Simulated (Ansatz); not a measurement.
Geometry optimisation, RKS B3LYP/def2-SVP in Ansatz.

The input (input.yaml):

```yaml
crystal:
  periodic: [false, false, false]
  atoms:
    - { symbol: Si, position_ang: [0.0, 0.0, 0.0] }
    - { symbol: F, position_ang: [0.0, 0.0, 1.59] }
    - { symbol: H, position_ang: [1.3768, 0.0, -0.4862] }
    - { symbol: C, position_ang: [-0.8808, 1.5259, -0.6227] }
    - { symbol: H, position_ang: [-1.9334, 1.2723, -0.8671] }
    - { symbol: H, position_ang: [-0.8624, 2.3106, 0.1622] }
    - { symbol: H, position_ang: [-0.3704, 1.9025, -1.5336] }
    - { symbol: H, position_ang: [-0.6877, -1.1914, -0.4862] }
basis:
  gaussian: { orbitals: def2-SVP }
hamiltonian:
  xc: b3lyp
relax:
  f_tol: 0.02
  max_steps: 40
output:
  orbitals: {}
```

Launched with:

```bash
$ ansatz run input.yaml --threads 1 --pin off --max-ram 2048MiB --backend cpu --events-out ev --progress --plain --runs-dir out
```

Problem. Where does it end, and by what steps?

Solution. The forces met the threshold. After 7 steps the energy has fallen by 0.117 eV; H6 moved furthest, 0.43 Å.

```csv
step,energy less start (eV),largest force component (eV/Å),accepted
0,0.0000,1.559,yes
1,-0.0653,0.884,yes
2,-0.0874,0.097,yes
3,-0.0998,0.393,yes
4,0.0477,1.823,no
5,-0.1154,0.092,yes
6,-0.1162,0.086,yes
7,-0.1168,0.002,yes
```

```xyz
8
Properties=species:S:1:pos:R:3
Si 0.008 0.004 -0.020
F -0.263 -0.181 1.580
H 1.479 0.126 -0.214
C -0.883 1.533 -0.623
H -1.971 1.445 -0.471
H -0.532 2.432 -0.092
H -0.700 1.680 -1.701
H -0.495 -1.220 -0.704
```

Whether the end is a true minimum wasn't checked by a vibrational analysis.

Run time: 30 s on 1 thread of Arm Neoverse N1 (shared host), peak memory 0.14 GiB.
